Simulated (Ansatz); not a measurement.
**NH⁻, quartet in aug-cc-pVTZ: errors against UCCSDT(Q)**

Geometry: that of the NH⁻, doublet, kept fixed. The doublet lies 0.9 eV lower here.

```xyz
2

N     0.0000    0.0000    0.0000
H     0.0000    0.0000    1.0366
```

Basis aug-cc-pVTZ; Ansatz 0.2.0. Correlated methods freeze the noble-gas cores, which leaves 7 electrons in 68 orbitals. R marks a restricted (for open shells ROHF) determinant, U an unrestricted one. Active spaces: valence = (7e, 5o) chosen from the atoms' valence shells. This anion state lies near or above the neutral species, so the extra electron is weakly bound or unbound and the energies hang on the diffuse functions.

Full CI isn't at hand for all of this; UCCSDT(Q) serves as the reference, and is uncertain by about the last step of the cluster series. The frozen core follows each run's orbitals, which can shift R against U totals by a few meV.

The UHF ⟨S²⟩ is 3.766. The T1 diagnostic (RCCSD) is 0.0227 and the largest doubles amplitude (RCCSD) is 0.031. The T1 diagnostic (UCCSD) is 0.0177.

```csv
level,E − E(UCCSDT(Q)) (mEh),share of correlation (%),wall time
RHF,175.49,0.00,–
UHF,167.66,4.46,–
RMP2,24.21,86.21,–
UMP2,24.78,85.88,–
RCCSD,5.59,96.82,–
UCCSD,5.39,96.93,–
RCCSD(T),0.78,99.55,16 s
UCCSD(T),0.72,99.59,19 s
BCCD(T),0.79,99.55,6.5 s
RCCSDT,0.22,99.87,–
UCCSDT,0.14,99.92,–
RCCSDT(Q),0.08,99.95,1.8 min
CASSCF (valence space),175.49,0.00,–
NEVPT2 (valence space),38.12,78.28,2.4 s
MRCISD (valence space),10.65,93.93,–
MRCISD+Q (valence space),1.30,99.26,3.6 s
```

The correlation energy at UCCSDT(Q), counted from RHF, is -4.775 eV. That run took 1.7 min on 1 thread of Arm Neoverse N1, shared host.

Times hold each run's SCF and search for its determinant on a shared host, so for small cases they say little of a method's own cost; they ran on 1 thread of Arm Neoverse N1.

Natural occupations of CASSCF (valence space) about the gap: 2.000 2.000 1.000 1.000 1.000; effectively unpaired electrons, Σ n²(2−n)², 3.00.
